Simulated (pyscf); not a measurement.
This saddle point was located with ωB97X-D3(BJ)/def2-SVP in PySCF.

```xyz
10

F     -1.1982    -1.2348     1.5625
Si    -1.4638    -0.5802     0.1192
F     -1.7199    -1.5215    -1.1576
F     -3.0131    -0.1111     0.3664
O     -1.0080     1.0818    -0.1406
H     -1.7453     1.7021    -0.0600
H      0.9795     0.0647    -0.4122
F      0.3578    -0.8581    -0.2027
H      0.1559     1.3788    -0.3902
F      1.2387     1.1816    -0.5744
```

Surface: singlet, charge 0. Lowest wavenumbers (cm⁻¹): 750i, 24, 143, 170, 327.

### Question
Which two sides does it connect, and which bonds change?

### Answer
HO–Si(F)(F)–F (SMILES O[Si](F)(F)F) + HF (SMILES F) + HF (SMILES F) <-> F–Si(F)(F)–F (SMILES F[Si](F)(F)F) + H₂O (SMILES O) + HF (SMILES F), a multi-bond step read from left to right: O–Si, F–H, F–H broken and F–Si, H–O, F–H formed. At ωB97M-D3(BJ)/def2-TZVP it lies -19.5 kJ/mol from the left side and +11.4 kJ/mol from the right (each side as separated species at their lowest minima found). On the reactant side the descent ends in an adduct with a F–Si contact, 44.8 kJ/mol under the separated species and 26.3 kJ/mol under the saddle at ωB97X-D3(BJ)/def2-TZVP. On the product side the descent ends in an adduct with a O–Si contact, 20.7 kJ/mol under the separated species and 31.6 kJ/mol under the saddle at ωB97X-D3(BJ)/def2-TZVP. At ωB97M-D3(BJ) the saddle lies under the separated reactants, which points to a path from their complex (located at ωB97X-D3(BJ) alone). What is counted as formed (F–Si) is already present as a longer contact in the reactant adduct; forming that adduct is a step of its own. What is counted as broken (O–Si) persists as a longer contact in the product adduct; parting that adduct is a step of its own. One saddle was located; it need not be the lowest between these sides.
